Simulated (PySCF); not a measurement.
**Solvent effects on NMR parameters**

Numbering as in the mapped SMILES `[SiH3:1][PH2:2]`. Each H is labelled by its parent atom.

GIAO PBE0/pcSseg-1 in PySCF 2.14 on one PBE0-D3(BJ)/def2-SVP conformer, non-relativistic, equivalent nuclei averaged. Solvents enter as an IEF-PCM continuum (chloroform with ε = 4.7, acetone with ε = 20.5) around the gas-phase geometry. Shifts are referred to TMS, PH3 computed in the same medium.

In chloroform, δ in ppm: Si1 -75.2, P2 -26.4, H(Si1) 4.06, H(P2) 1.82. Dipole moment 1.23 D.

(1) How does each δ change in the more polar medium?

(2) Which nuclei move most (in ppm), and what does the model miss?

## Answers

(1) 
| atoms | environment | Δδ, acetone |
| --- | --- | --- |
| Si1 | silicon bonded to P, 3 H | +0.3 |
| P2 | phosphorus bonded to Si, 2 H | -0.1 |
| H(Si1) | hydrogen on a silicon bonded to P | -0.01 |
| H(P2) | hydrogen on a phosphorus bonded to Si | +0.08 |

Changes are relative to chloroform. The dipole moment becomes 1.33 D in acetone.

(2) Si1 (silicon bonded to P, 3 H, +0.3 ppm) in acetone. A continuum only polarises the solute; specific hydrogen bonds, the anisotropy of aromatic solvents and changes of geometry or conformer are outside it.
